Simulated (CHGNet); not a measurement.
bcc Na

Method: the machine-learned potential CHGNet 0.3.0 (trained on PBE and PBE+U data).

Cell: relaxed at this level.

```
Quantity                         Result
------------------------  -------------
lattice constant a              4.210 Å
volume per atom           37.31 Å³/atom
vacancy formation energy        0.21 eV
```

Measured, for comparison: lattice constant a 4.214 Å (static lattice: zero-point anharmonic expansion removed, our sources range from 4.207 to 4.214; as tabulated in Mejia-Rodriguez and Trickey (2018), arXiv:1807.09216); equilibrium volume per atom 37.42 Å³/atom (static lattice: zero-point anharmonic expansion removed; as tabulated in Mejia-Rodriguez and Trickey (2018), arXiv:1807.09216); vacancy formation energy 0.36 eV (not corrected to a static lattice, monovacancy; as tabulated in Riffe and Christensen (2024), arXiv:2406.09527). Computed (rounded) less measured: lattice constant a -0.1 % (inside the range of the sources held), equilibrium volume per atom -0.3 %, vacancy formation energy -0.15 eV.

A machine-learned potential is trained on density-functional data: it inherits that level's misses and adds fitting errors of its own.

Note: the model gives imaginary modes for this phase (in the spectrum interpolated from a supercell); the model's elastic tensor is not positive definite here.
